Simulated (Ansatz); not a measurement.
# CH3OS radical: up Jacob's ladder to CCSD(T)

One table from this session's results is given with a row withheld; the runs are named, their logs left out.

Method: functionals in def2-TZVPP, the program's frozen cores in correlated methods; program: Ansatz 0.2.0, Gaussian basis.

The runs, in order: LDA (SPW92), PBE-D4, revPBE-D4, BLYP-D4, r2SCAN-D4, B97M-V, PBE0-D4, B3LYP-D4, r2SCANh-D4, r2SCAN0-D4, HSE06-D4, BHLYP-D4, CAM-B3LYP-D4, LC-ωPBE, ωB97X-V, ωB97M-V, B2PLYP, PBE-QIDH; CCSD(T)/def2-SVP; CCSD(T)/def2-TZVPP; CCSD(T)/def2-QZVPP; extrapolation to the limit; RPA on PBE.

1 further run of the same task is left out (it didn't finish).

### The geometry

An earlier PBE0-D4 in a triple-zeta def2 set relaxation fixed the geometry.

6 atoms, charge 0, spin multiplicity 2.

Atoms are counted from 1 here; the program's logs count them from 0.

Bond lengths: C1–S2 1.794 Å, C1–H4 1.092 Å, C1–H5 1.091 Å, C1–H6 1.091 Å, S2–O3 1.492 Å. Angles: S2–C1–H4 107.9°, S2–C1–H5 109.4°, S2–C1–H6 109.4°, H4–C1–H5 110.1°, H4–C1–H6 110.1°, H5–C1–H6 109.9°, C1–S2–O3 106.5°.

The first run:

in.yaml reads:

```yaml
crystal:
  periodic: [false, false, false]
  atoms:
    - {symbol: C, position_ang: [-0.239338, 0.432982, -0.206616]}
    - {symbol: S, position_ang: [-0.179786, -1.119777, 0.689660]}
    - {symbol: O, position_ang: [1.231978, -1.595623, 0.616948]}
    - {symbol: H, position_ang: [-1.266016, 0.803264, -0.167790]}
    - {symbol: H, position_ang: [0.435502, 1.149619, 0.264149]}
    - {symbol: H, position_ang: [0.059660, 0.265534, -1.242551]}
basis:
  gaussian: {orbitals: def2-TZVPP}
magnetization: {spin_polarized: true, initial_magnetization: 1}
hamiltonian: {xc: lda}
output: {orbitals: {seedname: orbitals}}
```

Run with:

```
> ansatz run in.yaml --threads 2 --pin off --events-out ev --progress --plain --max-ram 32768MiB --backend cpu
```

Among the steps run: LDA; PBE-D4 (GGA); revPBE-D4 (GGA); BLYP-D4 (GGA); r2SCAN-D4 (meta-GGA); B97M-V (meta-GGA); PBE0-D4 (hybrid); B3LYP-D4 (hybrid); r2SCANh-D4 (hybrid); r2SCAN0-D4 (hybrid); HSE06-D4 (hybrid); BHLYP-D4 (hybrid); CAM-B3LYP-D4 (range-separated); LC-ωPBE (range-separated); ωB97X-V (range-separated); ωB97M-V (range-separated); B2PLYP (double hybrid); PBE-QIDH (double hybrid).

One table of the session follows, with a row left open; its other results are not shown here.

It belongs to the step «Frontier levels by functional». 

```
  functional  HOMO (eV)  LUMO (eV)  gap (eV)
 LDA (SPW92)      -5.23      -4.23      1.00
      PBE-D4      -5.22      -3.88      1.33
   revPBE-D4      -5.18      -3.79      1.38
     BLYP-D4      -5.09      -3.81      1.28
   r2SCAN-D4      -5.63      -3.60      2.02
      B97M-V      -5.51      -3.73      1.78
     PBE0-D4      -6.72      -2.75      3.97
    B3LYP-D4      -6.44      -3.10      3.34
  r2SCANh-D4          ?          ?         ?
  r2SCAN0-D4      -7.02      -2.53      4.49
    HSE06-D4      -6.32      -3.14      3.17
    BHLYP-D4      -8.10      -1.55      6.54
CAM-B3LYP-D4      -8.10      -1.61      6.49
     LC-ωPBE      -9.49      -0.33      9.17
     ωB97X-V      -9.04      -0.55      8.49
     ωB97M-V      -8.76      -0.69      8.07
```

**Question.** Estimate the row for r2SCANh-D4.

Worked estimate for «HOMO (eV)». Against the share of exact exchange, r2SCAN-D4 (0, -5.63), r2SCAN0-D4 (0.25, -7.02) give a slope of -5.56 per unit share; at 0.1 the line stands at -6.19.

The run gave: HOMO (eV): -6.19; LUMO (eV): -3.17; gap (eV): 3.01. In «HOMO (eV)» the line misses by 0.00.
